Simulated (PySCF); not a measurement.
# Static response to an electric field

C4H7NO.
Numbering: `[H]/[N:4]=[C:3](\[CH:2]=[CH2:1])[O:5][CH3:6]` (hydrogens: H7, H8 on C1; H9 on C2; H10 on N4; H11, H12, H13 on C6)

Geometry (GFN2-xTB, Å), atoms numbered from 1 in this order:
```
atom  x, y, z in Å
C1     2.0833   -0.8431   -0.3148
C2     1.5072    0.1919    0.2790
C3     0.0527    0.4337    0.2779
N4    -0.5490    1.4075    0.8262
O5    -0.6464   -0.4994   -0.3829
C6    -2.0475   -0.3120   -0.4122
H7     1.4968   -1.5771   -0.8403
H8     3.1503   -0.9897   -0.2950
H9     2.0897    0.9341    0.8099
H10    0.0582    2.0646    1.3031
H11   -2.4535   -1.1463   -0.9803
H12   -2.2946    0.6379   -0.8904
H13   -2.4516   -0.3016    0.6020
```

Level: wB97X-D/def2-SVPD (PySCF), static field, nuclei fixed, core orbitals frozen in the response. The polarisability tensor in these axes (au):

```
x   72.44 -8.35 -2.18
y   -8.35 64.22 12.46
z   -2.18 12.46 50.68
```

Problem. Give the principal values, the mean and the anisotropy Δα = √{½[(α1 − α2)² + (α2 − α3)² + (α1 − α3)²]}.

Solution. Principal values 43.06, 63.87 and 80.42 au; mean 62.45 au = 9.25 Å³ = 10.30 × 10⁻⁴⁰ C²·m²/J; Δα = 32.42 au (52 % of the mean).

Problem. What is the dipole moment, and where does it point?

Solution. (1.16, -0.49, -0.19) D, 1.27 D in size, pointing from the negative to the positive side. Measured along this direction, the outermost atoms are H12 and H13 at the negative end and H8 at the positive end.

Problem. Traceless (Buckingham) quadrupole moment about the centre of nuclear charge: eigenvalues?

Solution. -5.09, -3.29, 8.38 D·Å. The values depend on the origin, since the dipole doesn't vanish. The electronic extent ⟨r²⟩ about the same centre is 614 bohr², a root-mean-square distance of 1.93 Å for the 46 electrons.

Problem. In TDDFT the mean static polarisability is Σ f/ω² over all singlet excitations (ω in hartree). How much of it do the 8 lowest give? Their energies (eV) and oscillator strengths: 5.50, 0.0023; 6.34, 0.2267; 6.73, 0.3367; 7.64, 0.0006; 7.81, 0.0000; 7.94, 0.0311; 8.03, 0.0008; 8.19, 0.0829.

Solution. They add up to 11.03 au, 17.7 % of the 62.45 au; the largest single term is 5.50 au, from the state at 6.73 eV. Terms in order: 0.06, 4.18, 5.50, 0.01, 0.00, 0.37, 0.01, 0.91 au. Higher excitations give the rest. The strengths listed sum to 0.681.

Problem. Find the Langevin capture rate constant for NH4+ (18.034 u) meeting this molecule (85.053 u), k = 2.342 × 10⁻⁹ cm³/s × √(α in Å³ / reduced mass in u).

Solution. The reduced mass is 14.88 u, so k = 1.85 × 10⁻⁹ cm³/s. The formula leaves out the permanent dipole, which adds to the capture rate.

Problem. Along which axes do the principal values lie, and how far do the nuclei extend along each?

Solution. Largest value along (0.73, -0.61, -0.31), where the nuclei span 4.77 Å; middle along (0.68, 0.58, 0.44), 5.10 Å; least along (-0.09, -0.53, 0.84), 1.77 Å. The strongest response doesn't lie along the longest of the three spans.

The structure is a single GFN2-xTB conformer in the gas phase; no vibrational or solvent corrections.
